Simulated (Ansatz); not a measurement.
# Worked example: correlation energy of CF⁺, quintet

Geometry: that of the CF, quartet, kept fixed. The triplet lies 6.5 eV lower here.

```yaml
atoms:
  - { symbol: C, position_ang: [0.0000, 0.0000, 0.0000] }
  - { symbol: F, position_ang: [0.0000, 0.0000, 1.3159] }
```

Basis cc-pVTZ; Ansatz 0.2.0. Correlated methods freeze the noble-gas cores, which leaves 10 electrons in 58 orbitals. Prefix R: restricted or restricted open-shell reference; prefix U: unrestricted.

Full CI isn't at hand for all of this; UCCSDT(Q) serves as the reference, and is uncertain by about the last step of the cluster series.

Runs differ by some tens of microhartree through their thresholds and, for an open shell, their frozen cores, so steps under 0.03 kcal/mol mean nothing.

| level | total energy (hartree) |
| --- | --- |
| UHF | -136.594350 |
| UMP2 | -136.828188 |
| UCCSD | -136.847219 |
| UCCSD(T) | -136.852796 |
| UCCSDT | -136.853276 |
| UCCSDT(Q) | -136.853395 |

Q: What is the correlation energy at UCCSDT(Q), and what share of it do UMP2 and UCCSDT recover?

A: E(corr) = -136.853395 − (-136.594350) = -0.259045 hartree = -7.049 eV. UMP2: -0.233838 / -0.259045 = 90.27 %. UCCSDT: -0.258926 / -0.259045 = 99.95 %.

Q: By how many kcal/mol does UCCSD(T) miss UCCSDT(Q) (1 hartree = 627.509 kcal/mol), and which steps make up the rest?

A: -136.852796 − (-136.853395) = 0.000599 hartree = 0.38 kcal/mol. Steps: UCCSDT − UCCSD(T) = -0.30, UCCSDT(Q) − UCCSDT = -0.07 kcal/mol. That is within 1 kcal/mol of the reference in this basis, which itself misses far more of the correlation at the basis-set limit.
